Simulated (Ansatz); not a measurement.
## What a trial cell of Ru2W relaxes into

Level of theory: DFT PBE, scalar-relativistic, plane waves, PAW (Ansatz). Cutoff 420 eV, Γ-centred k mesh, Gaussian smearing, no spin polarisation in the final step.

Ru2W was placed on the MoSi2 (C11b) structure type (I4/mmm, No. 139), with W in place of Mo, Ru in place of Si, at a guessed volume.

```xyz
3
Lattice="-1.6036 1.6036 3.9337 1.6036 -1.6036 3.9337 1.6036 1.6036 -3.9337" Properties=species:S:1:pos:R:3 pbc="T T T"
Ru    0.0000    0.0000    5.2319
Ru    0.0000    0.0000    2.6356
W     0.0000    0.0000    0.0000
```

Cell and atoms relax at zero pressure; the relaxation can't lower the symmetry of the start. After a coarse first stage the cell is made exact in the group found at 0.06 Å.

The zero of energy is the elements' standard structures at the same level; no fitted shifts are applied.

Problem. What does it relax into?

Solution. It keeps I4/mmm (No. 139). The result has the MoSi2 (C11b) structure. Conventional cell: a = 3.117 Å, c = 9.401 Å. Ru has 4 W at 2.62 Å, 5 Ru at 2.82–2.90 Å, 4 Ru at 3.12 Å and 1 W at 3.29 Å; W has 8 Ru at 2.62 Å, 4 W at 3.12 Å and 2 Ru at 3.29 Å.

```cif
data_structure
_symmetry_space_group_name_H-M 'I4/mmm'
_symmetry_Int_Tables_number 139
_cell_length_a 3.1167
_cell_length_b 3.1167
_cell_length_c 9.4012
_cell_angle_alpha 90.000
_cell_angle_beta 90.000
_cell_angle_gamma 90.000
_cell_volume 91.32
loop_
_atom_site_label
_atom_site_type_symbol
_atom_site_symmetry_multiplicity
_atom_site_Wyckoff_symbol
_atom_site_fract_x
_atom_site_fract_y
_atom_site_fract_z
_atom_site_occupancy
Ru1 Ru 4 e 0.50000 0.50000 0.15000 1
W1 W 2 a 0.00000 0.00000 0.00000 1
```

Problem. What are its volume, energy, density and gap?

Solution. The volume per atom is 15.22 Å³, the density is 14.04 g/cm³ and the energy over the elements is 0.30 eV/atom. The gap on the 20×20×20 mesh is 0 eV (a metal).

The final run used a 20×20×20 mesh on its 3-atom cell and 0.10 eV smearing. For metals, differences of a few meV/atom aren't resolved. Spin–orbit coupling is left out. Symmetry constrained the relaxation, so the result can be a saddle point.